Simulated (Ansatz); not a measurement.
# AlBH₂ (singlet): B3LYP, r2SCANh, r2SCAN0 over a scan of the scale of all distances, 6-31G

Aim: run AlBH₂ (singlet) with these functionals over a scan of the scale of all distances, and hold them against the top wave-function level at the same points.

Program: Ansatz 0.2.0, Gaussian basis. Level of theory: 6-31G, all electrons in the functionals. These are calculated values, not measurements.

To be run: B3LYP, r2SCANh, r2SCAN0, at 0.897; 1.000; 1.139; 1.319; 1.519; 1.762; 2.020; 2.396.

10 further runs of the same task are left out: 8 that didn't finish, 2 set aside as unsound or not needed.

## 1. What is computed

The geometry derives from a PBE0/def2-TZVP stationary point (not a proven minimum). All distances are scaled together.

4 atoms, charge 0, spin multiplicity 1.

Atoms are counted from 1 here; the program's logs count them from 0.

Bond lengths: B1–Al2 2.055 Å, B1–H3 1.197 Å, Al2–H4 1.595 Å. Angles: Al2–B1–H3 139.8°, B1–Al2–H4 128.5°.

No dispersion term is added. B3LYP takes the VWN-RPA correlation.

The geometry shown and the zero of energy belong to the point 1.000. The yardstick, FCI, and other wave-function levels (R restricted, U unrestricted, valence and pair active spaces) come from earlier runs.

## 2. B3LYP, 0.897

in.yaml

```yaml
crystal:
  periodic: [false, false, false]
  atoms:
    - {symbol: B, position_ang: [0.000000, -0.212212, 1.280348]}
    - {symbol: Al, position_ang: [0.000000, 0.104353, -0.535537]}
    - {symbol: H, position_ang: [0.000000, 0.329001, 2.207855]}
    - {symbol: H, position_ang: [0.000000, -0.846275, -1.604880]}
basis:
  gaussian: {orbitals: 6-31G}
magnetization: {spin_polarized: true, initial_magnetization: 0}
hamiltonian: {xc: {name: B3LYP}}
```

Started as:

```console
$ ansatz run in.yaml --threads 1 --pin off --events-out ev --progress --plain --max-ram 2393MiB
```

After this run come: B3LYP, 1.000; B3LYP, 1.139; B3LYP, 1.319; B3LYP, 1.519; B3LYP, 1.762; B3LYP, 2.020; B3LYP, 2.396; r2SCANh, 0.897; r2SCANh, 1.000; r2SCANh, 1.139; r2SCANh, 1.319; r2SCANh, 1.519; r2SCANh, 1.762; r2SCANh, 2.020; r2SCANh, 2.396; r2SCAN0, 0.897; r2SCAN0, 1.000; r2SCAN0, 1.139; r2SCAN0, 1.319; r2SCAN0, 1.519; r2SCAN0, 1.762; r2SCAN0, 2.020; r2SCAN0, 2.396.

**Question.** What will the summary of the whole plan be? Wanted: span of the FCI curve; largest miss, B3LYP; largest miss, r2SCANh; largest miss, r2SCAN0.

The runs gave:

```
             quantity                   value
span of the FCI curve          148.3 kcal/mol
  largest miss, B3LYP  +29.9 kcal/mol (2.396)
largest miss, r2SCANh  +37.6 kcal/mol (2.020)
largest miss, r2SCAN0  +36.7 kcal/mol (2.020)
```

**Reading.** Of the functionals, B3LYP keep the smallest largest miss at the points compared (at most 29.9 kcal/mol) and r2SCANh strays most (37.6 kcal/mol, at 2.020). B3LYP, r2SCANh, r2SCAN0 clearly break the spin symmetry at some points (⟨S²⟩ up to 1.65 above the pure value), so energy there is bought with a mixed spin. Functionals and the yardstick converge differently with the basis, so part of each miss in 6-31G is the basis.
